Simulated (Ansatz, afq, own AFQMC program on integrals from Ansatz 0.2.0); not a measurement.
# BH2⁺, singlet: AFQMC among the cluster methods

```xyz
3

B     0.0000    0.0000    0.2503
H     0.0000    0.0000   -1.6797
H     0.0000    0.0000    1.4295
```

Basis cc-pVDZ. Only valence electrons are correlated. Integrals, coupled cluster, full CI and functionals: Ansatz 0.2.0; the random walks run on the same integrals in our own AFQMC program. The CISD trial takes its coefficients from CCSD amplitudes. Released means that phaseless walkers are propagated on without the constraint, phases kept. ± is one standard error of the sampling.

Determinant: UHF, the one that the program's search chose, which needn't be the lowest solution. The geometry is a point of a scan.

Full CI on the same integrals is exact in this basis and with this determinant's frozen core.

Cautions: an unrestricted solution with more broken spin lies lower (65 meV, ⟨S²⟩ 0.25), while this determinant keeps restricted orbitals.

The T1 diagnostic is 0.0176 and the weight of the determinant in the CISD state is 0.920. The ⟨S²⟩ of the determinant is 0.000 and the size of the correlated space is 4 electrons in 23 orbitals.

```tsv
level	correlation energy (eV)
MP2	-1.7369
CCSD	-2.4360
CCSD(T)	-2.4734
```

Task: Estimate where phaseless AFQMC with the Hartree–Fock trial lies against CCSD(T) on the same integrals.

Result: 0.41 ± 0.54 kcal/mol below CCSD(T). The gap is under twice the noise, so this walk alone can't tell the two apart.

Reference: full CI, correlation energy -2.492 eV. The released energy is read at 2.40 1/Eh (meV from the phaseless value at times in 1/Eh: -1.6 ± 1.4 at 0.24, -3.2 ± 1.3 at 0.51, -5.4 ± 1.4 at 0.99, -6.5 ± 0.9 at 1.62, -6.4 ± 0.9 at 2.40).

```
         level  E − E(reference) (kcal/mol)  share of correlation (%)
       CCSD(T)                         0.42                     99.27
         CCSDT                         0.05                     99.92
      CCSDT(Q)                         0.02                     99.97
   ph-AFQMC/HF                  0.01 ± 0.54                     99.99
 ph-AFQMC/CISD                  0.20 ± 0.03                     99.66
released AFQMC                  0.05 ± 0.02                     99.91
```

CCSDT and higher add their correlation energy to the determinant of the CCSD(T) run, since their own runs factorise the integrals more tightly (a shift of under 2 meV). A walk keeps the symmetry of its determinant, which the program's search chose and which needn't be the lowest solution, so a lower state of the same spin and another symmetry isn't excluded. Released energies are given only where the last usable release times agree within the noise; a slower fall can still hide under it.
